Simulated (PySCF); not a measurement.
Level of theory: PBE-D3(BJ)/def2-TZVP // PBE-D3(BJ)/def2-SVP in PySCF. All species are isolated molecules in the gas phase. 

Reference species (SMILES): `[OH]` (neutral, multiplicity 2).

The dipole moment is 1.73 D.

Changed species: `C[N]C` (free radical N(CH3)2; the reference has free radical OH).

Task: Predict the effect on the dipole moment.

Result: the dipole moment is nearly the same.
